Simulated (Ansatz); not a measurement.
C4H4N2 can be A, `c1ccnnc1`, or B, `c1cnccn1`.

Calculated with Ansatz (gas phase, PBE0-D4/def2-TZVP geometries, no zero-point term in ΔE). CBS: MP2 limit from def2 TZ/QZ plus the TZ coupled-cluster correction, frozen cores. Functionals use def2-TZVPP. B3LYP here is the variant with VWN-RPA as its local correlation; programs differ in this.

A:

Z-matrix (Å, degrees):
```
C
C 1 1.389
C 1 1.375 2 116.8
H 1 1.084 2 120.9 3 180.0
N 2 1.326 1 123.6 3 0.0
H 2 1.085 1 121.3 3 180.0
C 3 1.389 1 116.8 2 -0.0
H 3 1.083 1 122.3 2 180.0
N 5 1.318 2 119.6 1 -0.0
H 7 1.085 3 121.3 1 -180.0
```

B:

```xyz
10

C     0.7591   -0.8307   -0.6945
C     1.2590   -0.1175    0.3868
N     0.5029    0.7174    1.0876
C    -0.7591    0.8306    0.6945
C    -1.2590    0.1176   -0.3868
N    -0.5029   -0.7173   -1.0877
H     1.3950   -1.5095   -1.2553
H     2.2957   -0.2247    0.6926
H    -1.3950    1.5094    1.2553
H    -2.2957    0.2247   -0.6926
```

(1) Which is lower in electronic energy at CCSD(T)/CBS, and by how much? (An estimate is asked.)

(2) Give E(B) − E(A) in kcal/mol with B3LYP, CCSD(T)/def2-TZVPP, LDA (SPW92), B3LYP-D4, PBE0-D4, BLYP-D4, MP2/def2-TZVPP. (Estimate.)

(3) Does the order hold for the free energy at 298.15 K (harmonic terms from PBE0-D4)? (Estimate.)

Largest T1 diagnostic: 0.011.

Answers

(1) The calculation gave: B, by 18.1 kcal/mol.

(2) The calculation gave: B3LYP -18.4, CCSD(T)/def2-TZVPP -18.2, LDA (SPW92) -18.1, B3LYP-D4 -18.4, PBE0-D4 -18.2, BLYP-D4 -17.6, MP2/def2-TZVPP -18.6. None reverses the order clearly.

(3) Computed: Yes: G(B) − G(A) = -17.3 kcal/mol.

From BLYP to BHLYP (50 % exact exchange), in def2-TZVPP and without D4, E(B) − E(A) moves by −2.0 kcal/mol. In def2-TZVPP, CCSD(T) changes the Hartree–Fock value by +2.4 kcal/mol (the triples alone add +0.6 kcal/mol) and MP2 by +2.0 kcal/mol.
